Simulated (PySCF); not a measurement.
Record of a relaxation.

Species: CH2PH, CH3P.
Bonds: C1–P2 (double). Hydrogens: H3, H4 on C1; H5 on P2.

Computed by this run: PBE0-D3(BJ)/def2-SVP geometry optimisation, gas phase in PySCF; density fitting, grid level 1; the optimiser is geomeTRIC in internal coordinates, started from a GFN2-xTB structure with every atom displaced at random (about 0.01 Å). The frame can shift and turn from step to step; on so coarse a grid that alone can change the energy by a few meV, and forces under 0.02 eV/Å are noise.

Step 0: E = -10364.7770 eV, largest atomic force 2.092 eV/Å
```
atom  x, y, z in Å  |  force x, y, z in eV/Å
C1     -0.523   -0.007   -0.205   -0.044   1.905  -0.864
P2      0.885   -0.780    0.071    0.963  -1.092   0.441
H3     -0.642    0.996   -0.658    0.167  -0.327   0.135
H4     -1.442   -0.452    0.052   -1.433  -0.856   0.475
H5      1.755    0.209   -0.436    0.348   0.370  -0.188
```

Step 1: E = -10364.8506 eV, largest atomic force 0.345 eV/Å
```
atom  x, y, z in Å  |  force x, y, z in eV/Å
C1     -0.383    0.057   -0.233   -0.251  -0.213   0.105
P2      1.038   -0.757    0.062    0.127   0.037  -0.022
H3     -0.461    1.042   -0.695   -0.030   0.141  -0.058
H4     -1.341   -0.416    0.046    0.225   0.116  -0.065
H5      1.940    0.239   -0.461   -0.071  -0.081   0.040
```

Step 2: E = -10364.8523 eV, largest atomic force 0.049 eV/Å
```
atom  x, y, z in Å  |  force x, y, z in eV/Å
C1     -0.383    0.057   -0.235   -0.048  -0.006   0.010
P2      1.039   -0.758    0.063    0.012   0.016  -0.012
H3     -0.469    1.047   -0.696    0.020  -0.014   0.005
H4     -1.333   -0.415    0.045    0.017   0.011  -0.007
H5      1.939    0.233   -0.459   -0.001  -0.007   0.003
```

Step 3: E = -10364.8524 eV, largest atomic force 0.033 eV/Å
```
atom  x, y, z in Å  |  force x, y, z in eV/Å
C1     -0.385    0.056   -0.233    0.020   0.023  -0.012
P2      1.039   -0.757    0.061   -0.003  -0.017   0.007
H3     -0.464    1.046   -0.695   -0.010  -0.009   0.007
H4     -1.335   -0.414    0.046   -0.006  -0.003   0.002
H5      1.938    0.234   -0.460   -0.001   0.006  -0.004
```

Step 4: E = -10364.8524 eV, largest atomic force under 0.02 eV/Å
```
atom  x, y, z in Å  |  force x, y, z in eV/Å
C1     -0.384    0.057   -0.233    0.000  -0.001   0.000
P2      1.039   -0.758    0.061    0.000  -0.001  -0.001
H3     -0.465    1.046   -0.695    0.000   0.002   0.001
H4     -1.334   -0.413    0.046   -0.001   0.000   0.000
H5      1.938    0.233   -0.460    0.001  -0.001   0.000
```

Q: Summarise the path.

A: The energy falls by 1.74 kcal/mol from step 0 to step 4; nine tenths of that is first reached at step 1. It falls at every step. The largest force goes from 2.092 to under 0.02 eV/Å. Among the bonds C1–H4 changes most, from 1.053 to 1.096 Å; the atoms move by 0.028 Å rms after alignment.

Q: Follow the three bonds and two angles with the largest change from start to end.

A: 
```json
{"step": "0", "E above end (kcal/mol)": "1.74", "largest force (eV/Å)": "2.092", "C1–H4 (Å)": "1.053", "C1=P2 (Å)": "1.629", "P2–H5 (Å)": "1.411", "H3–C1–H4 (°)": "112.9", "P2–C1–H4 (°)": "120.8"}
{"step": "1", "E above end (kcal/mol)": "0.04", "largest force (eV/Å)": "0.345", "C1–H4 (Å)": "1.104", "C1=P2 (Å)": "1.664", "P2–H5 (Å)": "1.442", "H3–C1–H4 (°)": "115.6", "P2–C1–H4 (°)": "119.1"}
{"step": "2", "E above end (kcal/mol)": "0.00", "largest force (eV/Å)": "0.049", "C1–H4 (Å)": "1.097", "C1=P2 (Å)": "1.666", "P2–H5 (Å)": "1.437", "H3–C1–H4 (°)": "115.3", "P2–C1–H4 (°)": "118.9"}
{"step": "3", "E above end (kcal/mol)": "0.00", "largest force (eV/Å)": "0.033", "C1–H4 (Å)": "1.096", "C1=P2 (Å)": "1.666", "P2–H5 (Å)": "1.436", "H3–C1–H4 (°)": "115.6", "P2–C1–H4 (°)": "119.1"}
{"step": "4", "E above end (kcal/mol)": "0.00", "largest force (eV/Å)": "under 0.02", "C1–H4 (Å)": "1.096", "C1=P2 (Å)": "1.666", "P2–H5 (Å)": "1.436", "H3–C1–H4 (°)": "115.5", "P2–C1–H4 (°)": "119.1"}
```

The cost below is that of the whole optimisation. Time: 2.1 s; peak memory 0.25 GiB. Hardware: an Arm Neoverse V2 with one thread (shared host).
